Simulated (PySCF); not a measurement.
Which level of theory gave which numbers?

Species: C4H6F2.
SMILES: `C(/F)=C/[C@@H](F)C`

The closed-shell ground state was solved 7 times with PySCF (density fitting, gas phase), always in the pcSseg-2 basis (300 functions), with these functionals: BHandHLYP, BP86, CAM-B3LYP, HF, LC-wPBE, PBE0 and wB97X-D. Isolated species at its PBE0-D3(BJ)/def2-SVP geometry (one conformer only).

```tsv
row	total energy (Eh)	HOMO (eV)	LUMO (eV)	dipole (D)
P	-353.9457	-10.47	2.72	2.06
Q	-355.6327	-10.50	2.22	1.92
R	-355.8387	-6.59	-1.17	1.76
S	-355.4575	-7.75	-0.07	1.85
T	-355.7311	-9.61	1.77	1.87
U	-355.7113	-9.14	1.02	1.92
V	-355.6641	-8.87	0.98	1.97
```

Which functional belongs to which row?

P = HF, Q = LC-wPBE, R = BP86, S = PBE0, T = wB97X-D, U = CAM-B3LYP, V = BHandHLYP. By rising HOMO–LUMO gap: BP86 (GGA) 5.42 eV; PBE0 (global hybrid, 25 % exact exchange) 7.68 eV; BHandHLYP (global hybrid, 50 % exact exchange) 9.85 eV; CAM-B3LYP (range-separated hybrid) 10.16 eV; wB97X-D (range-separated hybrid) 11.38 eV; LC-wPBE (range-separated hybrid) 12.72 eV; HF (all exact exchange) 13.19 eV. Total energies of different functionals aren't bounds to one another; each is stationary for its own functional.

Conformer computed: `[CH3:1][C@H:2]([F:3])/[CH:4]=[CH:5]\[F:6]`: C1–C2–C4–C5 -110°.

wB97X-D is run here without its empirical dispersion term; that term would change no orbital, density or response property at a fixed geometry.
